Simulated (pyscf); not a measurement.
HS–Zn–SH + H₂O → HO–SH + HS–ZnH (four-centre exchange; singlet surface; S–Zn, H–O broken, O–S, H–Zn formed). Optimised with ωB97X-D3(BJ)/def2-SVP in PySCF. Energies in kJ/mol from the separated reactants.

```tsv
level	barrier	reaction energy
ωB97X-D3(BJ)/def2-TZVP	___	___
PBE/def2-TZVP	347.4	+213.8
r²SCAN/def2-TZVP	___	+224.7
PBE0-D3(BJ)/def2-TZVP	400.8	+227.1
M06-2X/def2-TZVP	425.5	+232.3
ωB97M-D3(BJ)/def2-TZVP	424.1	+218.3
```

Complete the blanks.


- ωB97X-D3(BJ)/def2-TZVP, barrier: 438.1
- ωB97X-D3(BJ)/def2-TZVP, reaction energy: +229.7
- r²SCAN/def2-TZVP, barrier: 378.1

The functionals in the table span 90.8 kJ/mol in this barrier, from PBE to ωB97X-D3(BJ). On the reactant side the descent ends in an adduct with a O–Zn contact (not fully relaxed), 55.5 kJ/mol under the separated species and 493.6 kJ/mol under the saddle at ωB97X-D3(BJ)/def2-TZVP. On the product side the descent ends in an adduct with a S–Zn contact, 42.2 kJ/mol under the separated species and 250.6 kJ/mol under the saddle at ωB97X-D3(BJ)/def2-TZVP. What is counted as broken (S–Zn) persists as a longer contact in the product adduct; parting that adduct is a step of its own. The same reactants have a lower exit, to H₂S + HO–Zn–SH (highest point, the separated products, at +57.0 kJ/mol at ωB97M-D3(BJ), against +424.1 kJ/mol here). This is the saddle that the search found; another between the same sides may lie lower. A restricted solution here is unstable towards spin polarisation, so biradical character is likely and single-reference numbers are less safe. Elements up to Kr have no core potential and no relativistic terms here.
